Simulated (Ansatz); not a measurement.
## Relaxing a trial structure of FH5Si2

The starting geometry of this gas-phase triplet was optimised with GFN2-xTB as a singlet; its bonds are those of `F[SiH2][SiH3]`.

```json
{"atom": "F", "x (Å)": "0.5257", "y (Å)": "0.4552", "z (Å)": "1.0100"}
{"atom": "Si", "x (Å)": "-0.6386", "y (Å)": "-0.6667", "z (Å)": "1.0376"}
{"atom": "Si", "x (Å)": "-0.5045", "y (Å)": "-1.8047", "z (Å)": "3.0350"}
{"atom": "H", "x (Å)": "-0.3592", "y (Å)": "-1.4338", "z (Å)": "-0.1747"}
{"atom": "H", "x (Å)": "-1.8405", "y (Å)": "0.1323", "z (Å)": "0.8172"}
{"atom": "H", "x (Å)": "-1.5369", "y (Å)": "-2.8450", "z (Å)": "3.0931"}
{"atom": "H", "x (Å)": "-0.7045", "y (Å)": "-0.9394", "z (Å)": "4.2014"}
{"atom": "H", "x (Å)": "0.7867", "y (Å)": "-2.4728", "z (Å)": "3.2252"}
```

Problem. Predict what it relaxes into with PBE-D3(BJ)/def2-SVP.

Solution. It falls apart into FH2Si + H3Si. Contacts that open: Si2–Si3 (2.30 → 3.79 Å).

The energy falls by 2.52 eV over 47 steps:

```csv
step,E − E(last) (eV)
1,2.519
6,0.583
11,0.062
16,0.050
21,0.021
27,0.001
32,0.000
37,0.000
42,0.000
47,0.000
```

Final geometry (Å):

```yaml
atoms:
  - { symbol: F, position_ang: [-0.1485, 0.1861, 1.6853] }
  - { symbol: Si, position_ang: [-1.1624, -0.0930, 0.4090] }
  - { symbol: Si, position_ang: [-0.4645, -2.2708, 3.4286] }
  - { symbol: H, position_ang: [-0.8317, -1.4493, -0.1696] }
  - { symbol: H, position_ang: [-0.9048, 1.0069, -0.5948] }
  - { symbol: H, position_ang: [-0.8363, -3.6119, 4.0062] }
  - { symbol: H, position_ang: [-0.9358, -1.1541, 4.3171] }
  - { symbol: H, position_ang: [1.0121, -2.1888, 3.1629] }
```

The end wasn't checked by frequencies. Open shells are spin-unrestricted. The triplet needn't be the ground state. Run with Ansatz 0.2.0, 4.8 min on 1 thread of Intel(R) Xeon(R) Processor @ 2.50GHz (Skylake/Cascade Lake) (shared host).
